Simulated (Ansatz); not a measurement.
Input file:

```yaml
crystal:
  periodic: [false, false, false]
  atoms:
    - {symbol: H, position_ang: [-2.844828, 0.000000, -0.000001]}
    - {symbol: H, position_ang: [-1.576828, 0.000000, 0.000000]}
    - {symbol: Ge, position_ang: [0.040172, 0.000000, 0.000000]}
    - {symbol: H, position_ang: [0.508841, -1.465915, 0.000000]}
    - {symbol: H, position_ang: [0.508841, 0.732957, -1.269519]}
    - {symbol: H, position_ang: [0.508840, 0.732957, 1.269520]}
basis:
  gaussian: {orbitals: STO-3G}
magnetization: {spin_polarized: false, initial_magnetization: 1}
correlation: {active_space: {window: {electrons: 7, orbitals: 6}, states: [{multiplicity: 2, weights: [0.5, 1, 1]}, {multiplicity: 4, weights: [1]}], root: 0}}
scf: {lower_state_search: off}
```

```sh
$ ansatz run in.yaml --threads 1 --pin off --events-out ev --progress --plain --max-ram 2393MiB
```

The program prints:

```
these checks for a lower state are left out or cut short: stability, starts, cluster_reference, orbital_swaps, neighbouring_geometries, increment
293 factors; integrals over basis functions are off by at most 4.0e-8 eV
mean field evaluation 1: about -55905.2219 eV, gradient 7.0e0 eV
mean field evaluation 2: about -55905.2351 eV, gradient 7.0e0 eV
mean field evaluation 4: about -55906.1594 eV, gradient 1.1e0 eV
mean field evaluation 8: about -55906.1832 eV, gradient 9.8e-4 eV
mean field -55906.18317201 eV, -2054.5143369993 hartree, gradient 3.3e-6 eV, S^2 0.750000; 0 other end points of the search recorded, 0 dependent functions left out
reference -55906.18317201 eV, -2054.5143369993 hartree; 19, 18 occupied and 4, 5 virtual orbitals, 293 factors
state -55907.17089495 eV, -2054.5506351479 hartree
state -55899.10853146 eV, -2054.2543487545 hartree
state -55897.29147501 eV, -2054.1875731618 hartree
state -55894.92034527 eV, -2054.1004357509 hartree
Total energy: -55907.17089495 eV, -2054.5506351479 hartree
Checks for a lower state left out: stability, starts, cluster_reference, orbital_swaps, neighbouring_geometries, increment
```

Natural occupations, averaged over the states: 1.9774 1.7337 1.4388 1.4090 0.3117 0.1294.

Ran on 1 thread of Arm Neoverse N1, shared host: 1.1 s wall, 0.19 GiB peak host memory.
